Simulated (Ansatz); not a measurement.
## Ansatz (development build ahead of 0.2.0) run

```yaml
crystal:
  periodic: [false, false, false]
  atoms:
    - { symbol: C, position_ang: [0.0, 0.0, 0.0] }
    - { symbol: H, position_ang: [0.0, 0.0, 2.247] }
    - { symbol: Si, position_ang: [0.0, 3.8743, -1.0381] }
basis:
  gaussian: { orbitals: pcseg-2 }
magnetization:
  initial_magnetization: 1
hamiltonian:
  xc: pbe0
```

The input is written out in the form of the current development build from the run's settings.

The run gave:

* Converged: yes
* Total energy: -327.52218 hartree
* Spin squared of the determinant: 0.750
* Stability test: minimum among restricted orbitals

Caution: stretched shape with no unrestricted run beside it, a lower state can exist; charge can spread falsely over distant fragments.
